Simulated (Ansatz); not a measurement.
# SiNH (singlet): wave-function methods side by side, cc-pVDZ

An exercise on one series of results from a longer session: the logs are not shown, and one member is left open.

Method: cc-pVDZ, core rule «outside noble gas», up to 6 orbitals frozen; program: Ansatz 0.2.0, Gaussian basis.

Plan: UHF; CCSD(T) on RHF; CCSD(T) on UHF; BCCD(T) on RHF; CISD; CCSDT(Q) on RHF; CCSDT(Q) on UHF; CCSDTQ on RHF; CCSDTQ on UHF; CASSCF and MRCISD+Q, 10 electrons in 9 orbitals; CASSCF and NEVPT4(SD), 10 electrons in 9 orbitals; CASSCF and NEVPT2, 10 electrons in 9 orbitals.

4 further runs of the same task are left out: 4 set aside as unsound or not needed.

## The geometry

The geometry is a PBE0/def2-TZVP stationary point (not a proven minimum) of the parent state, kept for this charge and spin.

3 atoms, charge 0, spin multiplicity 1.

Atoms are counted from 1 here; the program's logs count them from 0.

Bond lengths: Si1–N2 1.701 Å, N2–H3 1.020 Å. Angles: Si1–N2–H3 125.4°.

The first run:

Input file in.yaml:

```yaml
crystal:
  periodic: [false, false, false]
  atoms:
    - {symbol: Si, position_ang: [0.000000, 0.032951, 0.605869]}
    - {symbol: N, position_ang: [0.000000, -0.113788, -1.088955]}
    - {symbol: H, position_ang: [0.000000, 0.663088, -1.749585]}
basis:
  gaussian: {orbitals: cc-pVDZ}
magnetization: {spin_polarized: true, initial_magnetization: 0}
hamiltonian: {xc: hf}
output: {orbitals: {seedname: orbitals}}
```

Run with:

```sh
> ansatz run in.yaml --threads 1 --pin off --events-out ev --progress --plain --max-ram 3968MiB --backend cpu
```

Steps of the session up to this table: UHF; CCSD(T) on RHF; CCSD(T) on UHF; BCCD(T) on RHF; CISD; CCSDT(Q) on RHF; CCSDT(Q) on UHF; CCSDTQ on RHF; CCSDTQ on UHF; CASSCF and MRCISD+Q, 10 electrons in 9 orbitals; CASSCF and NEVPT4(SD), 10 electrons in 9 orbitals; CASSCF and NEVPT2, 10 electrons in 9 orbitals.

One table of the session follows, with a row left open; its other results are not shown here.

```
            method  from RCCSDTQ (kcal/mol)
               RHF                  +185.05
               UHF                  +181.71
              RMP2                   +18.78
              CISD                        ?
             RCCSD                   +10.71
          RCCSD(T)                    +1.45
           BCCD(T)                    +1.46
            RCCSDT                    +0.96
         RCCSDT(Q)                    -0.34
           RCCSDTQ                        0
    CASSCF valence                   +95.13
    NEVPT2 valence                   +26.31
NEVPT4(SD) valence                    +5.72
    MRCISD valence                    +8.07
  MRCISD+Q valence                    +2.39
```

**Question.** Estimate the row for CISD.

The run gave: from RCCSDTQ (kcal/mol): +26.10. In the column «from RCCSDTQ (kcal/mol)» it lies between RMP2 (+18.78) and NEVPT2 valence (+26.31).
